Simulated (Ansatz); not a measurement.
An Ansatz input:

```yaml
crystal:
  lattice:
    - [0.0, 1.9436311915, 1.9436311915]
    - [1.9436311915, 0.0, 1.9436311915]
    - [1.9436311915, 1.9436311915, 0.0]
  atoms:
    - { symbol: Ir, position: [0.0, 0.0, 0.0], spin: 1.0, spin_axis: [0, 0, 1] }
hamiltonian:
  xc: rpbe
  pseudopotentials:
    kind: paw_fr
    azcp:
      Ir: "pseudopotentials/Ir.paw.azcp"
basis:
  ecutwfc: 420
  fft_grid_basis: typed
kpoints:
  mp_grid: { grid: [14, 14, 14], shift: [0, 0, 0] }
magnetization:
  noncollinear: true
  spin_orbit: true
scf:
  occupations: { method: fermi_dirac, width: 0.05 }
```

Output

```
Engine: ansatz 0.2.0, aarch64-unknown-linux-gnu
Pseudopotentials: kind: paw_fr
Pseudopotential: Ir, paw_fr, valence charge 17, recommended cutoff 420 eV (normal) 
Functional definition: RPBE
  parameter kappa = 0.804
  parameter beta = 0.06672455060314922
  exchange = rpbe_x(kappa = kappa, mu = beta*pi^2/3)
  correlation = pbe_c(beta = beta)
Crystal: 1 atoms, lattice volume = 14.685 Å³
Basis set: ecut = 420 eV, 283 PW (Γ)
Bands: 26, of which v1, the nominal top of the filled ones, is band 17 counted from 1 (16 counted from 0)
Symmetry: 8 space group operations + 8 with time reversal
Magnetic group: BNS 139.537 (UNI 1197), of the structure as read, at distance tolerance 2.4e-5 Å
k-points: 244 of 2744 (time reversal used)
Projection manifold: j_resolved (fully-relativistic pseudo-atomic orbitals)
Non-local potential: Ir, projectors of the file, l = 0: 3, l = 1: 4, l = 2: 4, l = 3: 2
PAW form: soft (Blöchl's): semilocal exchange-correlation on the pseudo side does not see the compensation charge
PAW frozen core: Ir, regenerated for the run's functional, and the local potential with it (the file was generated under x = pbe(κ = 0.804, μ = 0.2195149727645171), c = pbe(β = 0.06672455060314922))
PAW one-centre angular grid: Ir, 590 points (default); XC on its mesh's 2883 points in the sphere
Initial density: superposition of atomic densities (chi_scale 0.1, normalization cell)
Starting moments: Σ|m| = 1 μB on 1 of 1 site
Initial wavefunctions: pseudopotential atomic-orbital guess
Functional: x = rpbe, c = pbe(β = 0.06672455060314922)
iter 1 solved again at ethr=1.27e-3 eV; its pass at ethr=3.10e-3 eV (dr2=2.16e-1 eV) is discarded
SCF iter   1: F=—  HF=-11980.537538 eV  |F-HF|=—  |Δ(HF+E_count)|=         —  Δρ=9.38e-2  dr2=2.18e-1  dr2_m=2.96e-1  ethr=1.27e-3  |M|=2.58e-1 ∫|m|=2.62e-1 μB  |m|>n=0.0e0 m-floor=0.0e0 τ_xc=0.0e0  β_m=0.30  ⟨swp⟩=1.5  Hψ=38314  notcnv=0
SCF iter   2: F=—  HF=-11980.524164 eV  |F-HF|=—  |Δ(HF+E_count)|=   1.34e-2  Δρ=7.02e-2  dr2=4.20e-2  dr2_m=1.66e-1  ethr=1.27e-3  |M|=2.17e-1 ∫|m|=2.21e-1 μB  |m|>n=0.0e0 m-floor=0.0e0 τ_xc=1.8e-20  β_m=0.30  ⟨swp⟩=3.0  Hψ=10508  notcnv=0
SCF iter   3: F=—  HF=-11980.538433 eV  |F-HF|=—  |Δ(HF+E_count)|=   1.43e-2  Δρ=5.21e-2  dr2=3.99e-3  dr2_m=9.15e-2  ethr=2.47e-4  |M|=1.89e-1 ∫|m|=1.94e-1 μB  |m|>n=0.0e0 m-floor=0.0e0 τ_xc=2.3e-20  β_m=0.30  ⟨swp⟩=2.3  Hψ=10800  notcnv=0  defer=192
SCF iter   4: F=—  HF=-11980.551280 eV  |F-HF|=—  |Δ(HF+E_count)|=   1.28e-2  Δρ=3.93e-2  dr2=4.39e-5  dr2_m=5.21e-2  ethr=2.35e-5  |M|=1.64e-1 ∫|m|=1.69e-1 μB  |m|>n=0.0e0 m-floor=0.0e0 τ_xc=2.2e-20  β_m=0.30  ⟨swp⟩=2.3  Hψ=10473  notcnv=0  defer=409
SCF iter   5: F=—  HF=-11980.558956 eV  |F-HF|=—  |Δ(HF+E_count)|=   7.68e-3  Δρ=3.01e-2  dr2=4.05e-6  dr2_m=3.05e-2  ethr=2.58e-7  |M|=1.41e-1 ∫|m|=1.46e-1 μB  |m|>n=0.0e0 m-floor=0.0e0 τ_xc=1.9e-20  β_m=0.30  ⟨swp⟩=2.0  Hψ=9462  notcnv=0  defer=409
...
iter 13 did not close the SCF: its close was put off for a magnetic moment that had not settled (scf_convergence_deferred on its scf_iter line)
SCF iter  13: F=-11980.572456 eV  HF=-11980.572456 eV  |F-HF|=3.51e-10  |Δ(HF+E_count)|=   1.89e-9  Δρ=5.45e-6  dr2=1.88e-9  dr2_m=1.03e-9  ethr=2.04e-10  |M|=1.85e-7 ∫|m|=2.20e-5 μB  |m|>n=0.0e0 m-floor=0.0e0 τ_xc=4.4e-27  β_m=0.90  ⟨swp⟩=1.0  Hψ=15453  notcnv=0
iter 14 did not close the SCF: its close was put off for a magnetic moment that had not settled (scf_convergence_deferred on its scf_iter line)
SCF iter  14: F=-11980.572456 eV  HF=-11980.572456 eV  |F-HF|=1.46e-11  |Δ(HF+E_count)|=  9.02e-10  Δρ=1.06e-6  dr2=4.95e-11  dr2_m=3.99e-11  ethr=1.11e-11  |M|=7.64e-7 ∫|m|=4.55e-6 μB  |m|>n=0.0e0 m-floor=0.0e0 τ_xc=3.5e-28  β_m=0.93  ⟨swp⟩=1.0  Hψ=16155  notcnv=0
SCF iter  15: F=-11980.572456 eV  HF=-11980.572456 eV  |F-HF|=7.28e-12  |Δ(HF+E_count)|=  2.91e-11  Δρ=1.77e-7  dr2=1.86e-12  dr2_m=1.27e-12  ethr=1.00e-12  |M|=2.37e-7 ∫|m|=1.02e-6 μB  |m|>n=0.0e0 m-floor=0.0e0 τ_xc=3.3e-29  ⟨swp⟩=1.0  Hψ=16454  notcnv=0
WARN: the starting moments were not kept: the SCF closed with an absolute magnetisation of 1.0e-6 μB, where they sum to 1 μB in size (1 site). That is at most 0.1 of that sum. Measured as dr2_m measures the in/out step, that magnetisation stands 4.0e-13 eV from none, at or under the dr2_threshold of 1.0e-7 eV: it is no larger than a step whose dr2_m would equal this threshold. The system may hold no moment; this SCF shows only that its start led to no more than that. To try another start: raise the starting moments (crystal.atoms[].spin, magnetization.per_species, magnetization.initial_magnetization, or on a non-collinear deck that types none of these the spinor_matrix: blocks that start its atoms; where the total moment is fixed, keep their sum and leave initial_magnetization as it is; typed ones take the place of any that the run laid by itself, positive ones on a crystal's lanthanoids without a Hubbard term where scf.initial_density.shell_occupations: [] is typed) or, if the notice of its spin-set hold's release reads "site moments contracting" or "site moments show no strong build", lengthen the hold (scf.mixing.spin_hold: { on: { confirm: 4 } }; for m-r²SCAN on two components see the key's manual first). Each may lead to a state that holds a moment. A second SCF, from the converged charge density, with the starting moments and any scf.initial_density.shell_occupations laid on it anew, would have followed, and was not run: the deck does not ask for one (magnetization.retry_lost_moments is false, the default). To let it run, set magnetization.retry_lost_moments: true and run the deck again, where that key's refused combinations let it; where memory then withholds it, that run's warning says so.
SCF 1 converged in 15 iterations: F = -11980.572456 eV  dr2 = 1.86e-12
SCF converged after 15 iterations
Stability not checked: this state was not tested for a lower state beside it, because this non-collinear magnet's GGA is evaluated by the locally collinear projection, under which the energy is not smooth in the magnetisation (locally_collinear_gga; see scf.lower_state_search)
Magnetization: |M| = 0.0000 μB,  M = (+0.0000, +0.0000, +0.0000) μB
Absolute magnetization: 0.0000 μB (∫|m|, with the PAW one-centre terms)
  site 0: m = (+0.0000, +0.0000, +0.0000) μB, |m| = 0.0000 μB  (R = 1.13 Å)
Free energy (F): -11980.572456 eV
Harris-Foulkes:  -11980.572456 eV  (|F-HF|=7.28e-12)
Internal energy: -11980.561847 eV  (E = F + TS)
E sigma→0 (E₀):  -11980.567152 eV
Entropy (-TS):   -0.010609 eV (-10.609 meV/atom)
Fermi energy:    24.680836 eV
--- Per-component energies (eV) ---
  E_band       = -102.803751
  E_kinetic    = 621.276291
  E_local      = -1102.929728  (includes V_loc(G=0)·N_el)
  E_nonlocal   = 63.498591
  E_hartree    = 421.356211
  E_xc         = -267.692316
  E_vxc        = -299.432194  (∫ρ·V_xc dr)
  E_paw        = -9261.883689  (= ΣΔE_a)
  E_vpaw       = -227.929224  (= ΣTr[D̂ρ^β])
  E_aug_tail   = 0.000067  (compensation charges beyond the density's cutoff)
  E_ewald      = -2454.155441
  E_core_change = -0.031834  (= ΣΔE_core)
  E_smearing   = -0.010609  (= −TS)
  E_closure    = 0.000000  (closes the sum)
  Σ components = -11980.572456   (vs F -11980.572456, Δ=0.00e0)
```
